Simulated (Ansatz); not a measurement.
## What a trial cell of As relaxes into

Level of theory: DFT PBEsol, scalar-relativistic, plane waves, PAW (Ansatz 0.2.0). Cutoff 420 eV, Γ-centred k mesh, Gaussian smearing, no spin polarisation in the final step.

As was placed on the beta-tungsten (A15) structure type (Pm-3n, No. 223), at a guessed volume.

```yaml
crystal:
  lattice:
    - [5.43158, 0.00000, 0.00000]
    - [0.00000, 5.43158, 0.00000]
    - [0.00000, 0.00000, 5.43158]
  atoms:
    - { symbol: As, position: [0.50000, 0.50000, 0.50000] }
    - { symbol: As, position: [0.00000, 0.00000, 0.00000] }
    - { symbol: As, position: [0.25000, 0.00000, 0.50000] }
    - { symbol: As, position: [0.50000, 0.25000, 0.00000] }
    - { symbol: As, position: [0.50000, 0.75000, 0.00000] }
    - { symbol: As, position: [0.75000, 0.00000, 0.50000] }
    - { symbol: As, position: [0.00000, 0.50000, 0.75000] }
    - { symbol: As, position: [0.00000, 0.50000, 0.25000] }
```

Cell and atoms relax at zero pressure; the relaxation can't lower the symmetry of the start. After a coarse first stage the cell is made exact in the group found at 0.06 Å.

Energies count from the standard state of As at the same level.

(1) Describe the relaxed structure.

(2) What are its volume, energy, density and gap?

Answers

(1) It keeps Pm-3n (No. 223). The result has the beta-tungsten (A15) structure. Conventional cell: a = 5.309 Å. As on Wyckoff site a (2 atoms of the primitive cell) has 12 As at 2.97 Å; As on Wyckoff site c (6 atoms of the primitive cell) has 2 As at 2.65 Å, 4 As at 2.97 Å and 8 As at 3.25 Å.

```cif
data_structure
_symmetry_space_group_name_H-M 'Pm-3n'
_symmetry_Int_Tables_number 223
_cell_length_a 5.3085
_cell_length_b 5.3085
_cell_length_c 5.3085
_cell_angle_alpha 90.000
_cell_angle_beta 90.000
_cell_angle_gamma 90.000
_cell_volume 149.60
loop_
_atom_site_label
_atom_site_type_symbol
_atom_site_symmetry_multiplicity
_atom_site_Wyckoff_symbol
_atom_site_fract_x
_atom_site_fract_y
_atom_site_fract_z
_atom_site_occupancy
As1 As 2 a 0.50000 0.50000 0.50000 1
As2 As 6 c 0.25000 0.00000 0.50000 1
```

(2) The volume per atom is 18.70 Å³. The density is 6.65 g/cm³ and the energy over the standard structure is 0.53 eV/atom. The gap on the 8×8×8 mesh is 0 eV (a metal).

The final run used a 8×8×8 mesh on its 8-atom cell and 0.10 eV smearing. For metals, differences of a few meV/atom aren't resolved. A structure relaxed within its symmetry needn't be a true minimum.